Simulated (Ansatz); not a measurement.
in.yaml

```yaml
crystal:
  periodic: [false, false, false]
  atoms:
    - {symbol: N, position_ang: [-0.101781, -0.001367, 0.000007]}
    - {symbol: H, position_ang: [2.641971, 0.035488, -0.000181]}
    - {symbol: H, position_ang: [-0.625704, 0.878579, -0.002755]}
    - {symbol: H, position_ang: [-0.601879, -0.895068, 0.002839]}
basis:
  gaussian: {orbitals: 6-31G}
total_charge: 1
magnetization: {spin_polarized: true, initial_magnetization: 1}
correlation: {method: ccsdt_q, electrons: outside_noble_gas}
```

```sh
$ ansatz run in.yaml --threads 1 --pin off --events-out ev --progress --plain --max-ram 2393MiB
```

Log:

```
335 factors; integrals over basis functions are off by at most 2.2e-7 eV
mean field evaluation 1: about -1508.7163 eV, gradient 2.9e1 eV
mean field evaluation 2: about -1508.7166 eV, gradient 2.9e1 eV
mean field evaluation 4: about -1513.1452 eV, gradient 2.5e0 eV
mean field evaluation 8: about -1512.8765 eV, gradient 1.2e0 eV
mean field evaluation 16: about -1515.2789 eV, gradient 4.3e-6 eV
mean field evaluation 32: about -1513.1458 eV, gradient 2.5e0 eV
mean field evaluation 64: about -1511.7118 eV, gradient 1.1e1 eV
mean field evaluation 96: about -1514.1232 eV, gradient 2.2e-1 eV
mean field evaluation 128: about -1513.8848 eV, gradient 2.1e0 eV
mean field evaluation 160: about -1513.6603 eV, gradient 2.5e0 eV
...
cycle  17  -2.15914946 eV  change   -4.8e-4 eV  update   1.1e-4
cycle  18  -2.15935036 eV  change   -2.0e-4 eV  update   5.3e-5
cycle  19  -2.15923349 eV  change    1.2e-4 eV  update   2.3e-5
cycle  20  -2.15923089 eV  change    2.6e-6 eV  update   7.6e-6
cycle  21  -2.15922652 eV  change    4.4e-6 eV  update   3.4e-6
cycle  22  -2.15922325 eV  change    3.3e-6 eV  update   1.8e-6
cycle  23  -2.15922167 eV  change    1.6e-6 eV  update   7.0e-7
cycle  24  -2.15922196 eV  change   -2.9e-7 eV  update   3.4e-7
cycle  25  -2.15922151 eV  change    4.5e-7 eV  update   2.2e-7
cycle  26  -2.15922168 eV  change   -1.7e-7 eV  update   1.0e-7
perturbative correction -0.00761233 eV, -0.0002797478 hartree
Total energy: -1517.44570373 eV, -55.7651010503 hartree
```

For the same geometry and basis full CI lies 0.6 meV higher.

Ran on 1 thread of Arm Neoverse V1, shared host: 2.9 s wall, 0.13 GiB peak host memory.
